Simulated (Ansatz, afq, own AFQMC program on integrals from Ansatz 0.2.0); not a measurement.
AFQMC on a folder of integrals that Ansatz 0.2.0 wrote.

```yaml
crystal:
  periodic: [false, false, false]
  atoms:
    - {symbol: Ge, position_ang: [-0.201811, -1.207606, -0.609789]}
    - {symbol: Cl, position_ang: [0.494918, -2.785515, -1.916641]}
    - {symbol: Cl, position_ang: [-2.206361, -0.660254, -1.214003]}
    - {symbol: H, position_ang: [-0.301545, -1.808924, 0.824433]}
basis:
  gaussian: {orbitals: def2-SVP}
magnetization: {spin_polarized: true, initial_magnetization: 1}
correlation: {method: ccsd_t, electrons: outside_noble_gas, hamiltonian_folder: ham}
```

```sh
$ ansatz run in.yaml --threads 1 --pin off --events-out ev --progress --plain --max-ram 16896MiB --backend cuda --devices 0, --max-vram 18GiB
```

afq runs on the folder ham with

```
--method phaseless --trial cisd --walkers 4000 --populations 20 --least-time 60 --time-step 0.005 --steps-per-block 50 --equilibration-blocks 28 --max-blocks 4000 --target-error 0.00026 --factor-cut 1e-05 --start spin_pure --seed 7085 --release-times 0.24,0.51,0.99,1.5 --release-step 0.03 --release-every 4 --taylor-order 6
```

Times are imaginary, in 1/Eh. The walk had a cap of 122 s. With eight or more populations the least sampling time is a fifth of least-time, and the error comes from their spread. Filled inner d shells are frozen with the cores.

Output of the walk:

```
orbitals 49  electrons 10 9  factors 408 of 683
reference energy -2994.45183360 Eh
CCSD correlation -0.37385375 Eh in 12 cycles, weight of the determinant in the CISD state 0.8535
energy of the start -2994.825382 Eh
 block  time / (1/Eh)  mean weight  energy / Eh
     1     0.250  0.9996  -2994.816111
     2     0.500  0.9997  -2994.820055
     3     0.750  1.0002  -2994.824534
     4     1.000  1.0003  -2994.828560
     5     1.250  1.0000  -2994.831148
     8     2.000  1.0005  -2994.833533
    11     2.750  0.9998  -2994.834970
    14     3.500  1.0000  -2994.835213
    17     4.250  0.9998  -2994.834745
    20     5.000  0.9997  -2994.835862
    23     5.750  1.0003  -2994.835121
    26     6.500  1.0002  -2994.835989
    29     7.250  1.0000  -2994.835845
    32     8.000  0.9997  -2994.835156
    35     8.750  1.0002  -2994.835498
    38     9.500  1.0000  -2994.835563
    41    10.250  1.0000  -2994.836614
    44    11.000  1.0000  -2994.836501
    47    11.750  1.0005  -2994.834846
    50    12.500  0.9996  -2994.835614
    53    13.250  1.0001  -2994.836018
    54    13.500  1.0000  -2994.837266
    56    14.000  1.0001  -2994.835891
    59    14.750  0.9999  -2994.835422
    62    15.500  0.9999  -2994.836647
    65    16.250  1.0004  -2994.835512
    68    17.000  0.9996  -2994.836424
    71    17.750  1.0000  -2994.836607
    74    18.500  0.9999  -2994.836666
    77    19.250  0.9998  -2994.835890
error from the spread of 20 populations
released: time / (1/Eh)  energy / Eh  error  mean overlap
  0.24  -2994.836074  0.000223  0.9989
  0.51  -2994.836156  0.000197  0.9975
  0.99  -2994.836269  0.000186  0.9928
  1.50  -2994.836607  0.000150  0.9846
energy -2994.835984 +/- 0.000190 Eh
(rows thinned)
```

The run passed its tests (sampling time, drift between the halves within three errors, error under three times the target), which doesn't prove that it has relaxed, ending at its cap on processor time.

Against this walk (error 5.2 meV) on the same determinant: CCSD(T) 40.9 meV higher. The error is statistical and leaves out the bias of the constraint. None of these is a sure reference here. The released energies are still falling (meV from the phaseless value at times in 1/Eh: -2 ± 6 at 0.24, -5 ± 5 at 0.51, -8 ± 5 at 0.99, -17 ± 4 at 1.50), so they give no level.

Cautions: constraint bias not in the error; no relativity below Rb; no spin-orbit coupling; inner d shell frozen.

The walk took 2.1 min on 1 × NVIDIA H100 80GB HBM3 with 2 threads of AMD EPYC 7R13 Processor (Zen 3), with other jobs on the host (the card was shared). The log's last line is the phaseless energy.
